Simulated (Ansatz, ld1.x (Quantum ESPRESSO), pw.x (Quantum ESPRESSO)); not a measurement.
# Cd: one change to the TM potential, in the atom and in the sc crystal

Cd (Z = 48), norm-conserving Troullier–Martins (Kleinman–Bylander form), made with ld1.x (Quantum ESPRESSO) 7.5 (LDA (PW92), scalar-relativistic). Core [Kr], reference 4d10 5s2 5p0. Waves: 5s (bound): rc 2.45 bohr; 5p (bound, empty): rc 2.20 bohr; 4d (bound): rc 1.30 bohr. Local part: all-electron potential smoothed inside 2.00 bohr (lloc = -1). Core correction: none.

Change: wave 5s (bound): rc 2.45 bohr becomes 5s (bound): rc 2.98 bohr.

Cutoffs, loose and tight: the cutoffs (Ry, on a coarse ladder) from which the occupation-weighted sum of valence levels, in a spherical-Bessel basis at the reference potential, stays within 10 and 1 mRy of its value at 400 Ry. They do not see the model core or the augmentation charge, which bear on the density cutoff. Test errors are all-electron minus pseudo excitation energies from the reference, over the configurations 4d10 5s1 5p0; 4d10 5s0 5p0; 4d9 5s0 5p0; 4d10 5s1.5 5p0; 4d9 5s2 5p1; 4d8 5s0 5p0; 4d10 5s1 5p1 (two spin-polarised tests are not counted in the largest error); variants that change the core or the reference have their own tests.

Crystal test: sc Cd in pw.x 7.5, no spin, 12³ k-points, Fermi–Dirac smearing 0.01 Ry, cutoffs set for each file from its atomic test. The reference is all-electron LAPW (Ansatz 0.2.0) with the same functional, mesh and smearing; V0 and B0 come from Birch–Murnaghan fits to the pressures at five volumes. Errors are pseudo minus all-electron; Δ is the rms difference of the E(V) curves that follow from these fits, minima aligned, over ±6 % about the mean V0. Mesh and smearing are coarse, so the numbers serve the comparison and aren't converged zero-temperature values; the lattice is a test structure that the element need not adopt.

All-electron: a0 = 2.855 Å (V0 = 23.28 Å³/atom), B0 = 51.1 GPa.

Question: Does the change bring the crystal closer to the all-electron result?

Answer: The mean pressure error goes from -0.53 to -0.94 GPa, so the change moves the solid further from the all-electron pressures.

```csv
quantity,base,changed
outcome (atom),generated,generated
"cutoff, loose (atom)",90 Ry,90 Ry
"cutoff, tight (atom)",140 Ry,140 Ry
bound ghosts (atom),s,s
largest test error (meV) (atom),+230,-574 over the solved tests; 1 of 9 tests not solved or not reliable
cutoffs in pw.x (Ry),170/680,170/680
a0 (Å),2.845,2.838
a0 error (%),-0.34,-0.61
B0 error (%),+2.1,+2.8
Δ (meV/atom),2.7,4.9
mean pressure error (GPa),-0.53,-0.94
```

Base: Note: ghost state, extra bound levels that the all-electron valence spectrum of the same l lacks: s at -0.16 eV. A true bound ghost makes a file unfit for plane-wave use. The logarithmic derivative shows an extra or strongly shifted pseudo pole above the reference energy (s near -0.01 Ry, p near 1.73 Ry). Changed file: The largest radius (2.98 bohr) exceeds half the bond length (2.70 bohr), so the spheres overlap, which is one possible source of error among others. This is a poor potential for the solid. Note: ghost state, extra bound levels that the all-electron valence spectrum of the same l lacks: s at -1.16 eV. A true bound ghost makes a file unfit for plane-wave use. Atomic configuration tests: 1 of 9 tests not solved or not reliable. The logarithmic derivative shows an extra or strongly shifted pseudo pole above the reference energy (s near -0.11 Ry). The atomic cutoffs weigh occupied waves only.
